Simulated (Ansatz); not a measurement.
**PH2+ (triplet): from Hartree-Fock to the top rungs at distance P1–H2 = 2.304 Å, cc-pVDZ**

How much of the correlation energy of PH2+ (triplet) does each wave-function method recover here?

Method: cc-pVDZ, core rule «outside noble gas», up to 5 orbitals frozen; program: Ansatz 0.2.0, Gaussian basis.

The runs, in order: UHF; CCSD(T) on ROHF; CCSD(T) on UHF; BCCD(T) on ROHF; CISD; CCSDT(Q) on ROHF; CCSDT(Q) on UHF; CASSCF and MRCISD+Q, 4 electrons in 4 orbitals; CASSCF and NEVPT2, 4 electrons in 4 orbitals; CASSCF and MRCISD+Q, 6 electrons in 6 orbitals; CASSCF and MRCISD+Q(relaxed), 6 electrons in 6 orbitals; CASSCF and NEVPT2, 6 electrons in 6 orbitals; Full CI.

20 further runs of the same task are left out: 16 that didn't finish, 4 set aside as unsound or not needed.

## 1. The system

The geometry derives from a PBE0/def2-TZVP stationary point (not a proven minimum). One bond is set to the value named and the two fragments are kept rigid.

3 atoms, charge 1, spin multiplicity 3.

Atoms are counted from 1 here; the program's logs count them from 0.

Bond lengths: P1–H3 1.416 Å.

## 2. UHF

Contents of in.yaml:

```yaml
crystal:
  periodic: [false, false, false]
  atoms:
    - {symbol: P, position_ang: [0.000000, -0.054923, 0.023753]}
    - {symbol: H, position_ang: [0.000000, 1.058439, -1.993384]}
    - {symbol: H, position_ang: [0.000000, 0.629342, 1.263471]}
basis:
  gaussian: {orbitals: cc-pVDZ}
total_charge: 1
magnetization: {spin_polarized: true, initial_magnetization: 2}
hamiltonian: {xc: hf}
output: {orbitals: {seedname: orbitals}}
```

On the command line:

```sh
$ ansatz run in.yaml --threads 1 --pin off --events-out ev --progress --plain --max-ram 2393MiB
```

After this run come: CCSD(T) on ROHF; CCSD(T) on UHF; BCCD(T) on ROHF; CISD; CCSDT(Q) on ROHF; CCSDT(Q) on UHF; CASSCF and MRCISD+Q, 4 electrons in 4 orbitals; CASSCF and NEVPT2, 4 electrons in 4 orbitals; CASSCF and MRCISD+Q, 6 electrons in 6 orbitals; CASSCF and MRCISD+Q(relaxed), 6 electrons in 6 orbitals; CASSCF and NEVPT2, 6 electrons in 6 orbitals; Full CI.

Before running them: what should the planned runs give, taken together? Wanted: FCI below the RHF energy; RMP2 from FCI; UMP2 from FCI; RCCSD from FCI; RCCSD(T) from FCI; UCCSD(T) from FCI; RCCSDT(Q) from FCI; UCCSDT(Q) from FCI; NEVPT2 pair from FCI.

As calculated:

| quantity | value |
| --- | --- |
| FCI below the RHF energy | -3.2515 eV |
| RMP2 from FCI | +1026.0 meV |
| UMP2 from FCI | +963.6 meV |
| RCCSD from FCI | +128.5 meV |
| RCCSD(T) from FCI | +48.1 meV |
| UCCSD(T) from FCI | +48.6 meV |
| RCCSDT(Q) from FCI | +0.9 meV |
| UCCSDT(Q) from FCI | +0.8 meV |
| NEVPT2 pair from FCI | +661.4 meV |
| MRCISD+Q pair from FCI | +4.7 meV |
| NEVPT2 valence from FCI | +527.6 meV |
| levels within 1 kcal/mol (43 meV) | BCCD(T), RCCSDT, UCCSDT, RCCSDT(Q), UCCSDT(Q), MRCISD+Q pair, MRCISD+Q valence, MRCISD+Q(relaxed) valence |
| T1 diagnostic | 0.092 |
| effectively unpaired electrons | 2.11 |

RCCSD(T) lands +48.1 meV from the yardstick (1.5 % of the correlation energy). MRCISD+Q(relaxed) valence falls below full CI: the +Q correction isn't variational, and the cores differ from full CI's. The occupations are near whole numbers, but T1 = 0.092 shows that the orbitals relax strongly. Of the multireference levels listed MRCISD+Q pair comes nearest in total energy (+4.7 meV), which doesn't show that its space is the better one. These misses are within one basis, not against nature; the frozen cores of restricted and unrestricted runs differ, which can shift their rows.
